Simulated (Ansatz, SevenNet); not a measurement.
Polycrystal shear modulus (GPa) of solids drawn from the class of elemental solids other than molecular ones, at two levels: the machine-learned potential SevenNet-0 (trained on PBE and PBE+U data), and r²SCAN (PAW; Ansatz, a program for electronic structure).

| solid | SevenNet-0 | r²SCAN | shift (%) |
|---|---|---|---|
| fcc Pb | 4.65 | 10.3 | +122 |
| fcc Au | 7.81 | 22.7 | +191 |
| hcp Zn | 14.8 | 52.7 | +256 |
| hcp Re | 38.5 | 181 | +370 |
| diamond-structure Si | 50.6 | 68.6 | +36 |
| hcp Zr | 5.10 | 40.9 | +702 |
| hcp Os | 55.1 | 281 | +410 |
| fcc Ir | 64.1 | 239 | +273 |
| fcc Al | 22.4 | 35.5 | +58 |
| fcc Pt | 47.6 | 52.0 | +9.2 |

The shifts run from +9.2 % to +702 %, with a median of +223 %.

Over all 10 rows r²SCAN is the larger in 10.

Ansatz's runs of these crystals have no spin polarisation. Meta-GGA and hybrid levels favour moments, which can bear on fcc Pt.

Spin–orbit coupling is left out, also for the solids with elements from indium on (fcc Pb, fcc Au, hcp Re, hcp Os, fcc Ir, fcc Pt); its size isn't shown.

Each level is taken at its own relaxed cell. Ansatz's density-functional and Hartree–Fock values are scalar-relativistic unless marked +SOC, with PAW data made under PBE.
